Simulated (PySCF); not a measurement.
**Carbon: a sound run and one with changed settings**

Sound run: C [He] 2s2 2p2, C+ [He] 2s2 2p1. Calculation: PySCF 2.14, in cc-pVTZ-DK; the spin-free X2C one-electron Hamiltonian (Gaussian nucleus). In the sound run the correlated levels freeze 1s2. The sound run starts from symmetry-adapted Hartree-Fock orbitals and uses a fine grid where one is needed.

Changed run: a valence shell is frozen. This setting is unsound on purpose.

```csv
species,method,sound run (hartree),changed run (hartree),converged
C,MP2,-37.77345,-37.71374,yes
C,CCSD(T),-37.79571,-37.71603,yes
```

Ionisation energy of C:

```csv
method,sound run (eV),changed run (eV)
UHF,10.794,10.794
MP2,11.235,10.990
SCS-MP2,11.107,10.859
CCSD,11.138,11.053
CCSD(T),11.162,11.053
CCSDT,n/a,11.053
FCI,n/a,11.053
```

Freezing a valence shell removes pair correlation that changes on ionisation.

For comparison, NIST gives 11.260 eV between the lowest levels.
